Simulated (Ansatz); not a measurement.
Cartesian coordinates in Å:
```
C -0.939 -0.521 1.731
C 0.260 -0.028 0.928
C 1.397 -1.035 1.062
C -0.081 0.338 -0.541
C 1.159 0.912 -1.228
C -1.165 1.415 -0.564
C -0.569 -0.870 -1.337
H -1.757 0.200 1.751
H -1.327 -1.463 1.334
H -0.643 -0.707 2.767
H 0.598 0.909 1.390
H 2.315 -0.698 0.580
H 1.125 -2.004 0.634
H 1.625 -1.202 2.118
H 0.902 1.285 -2.223
H 1.575 1.747 -0.656
H 1.943 0.163 -1.353
H -0.878 2.277 0.046
H -1.326 1.769 -1.586
H -2.122 1.043 -0.194
H 0.187 -1.657 -1.386
H -1.478 -1.298 -0.908
H -0.801 -0.574 -2.364
```

Total charge 0; spin multiplicity 1.

(1) List the CAM-B3LYP/def2-TZVPP orbital energies in eV (Ansatz 0.2.0). (Estimate.)

## Answers

(1) The calculation gave: Occupied: -278.88, -278.66, -278.24, -278.24, -278.23, -278.23, -278.23, -24.99, -22.86, -21.05, -20.77, -20.29, -18.49, -16.12, -14.78, -14.25, -13.87, -13.62, -12.95, -12.52, -12.05, -11.97, -11.71, -11.52, -11.15, -10.97, -10.17, -10.07, -9.88. Lowest empty: 1.81, 2.75, 2.89, 2.91, 3.24, 3.53, 3.64, 3.90.
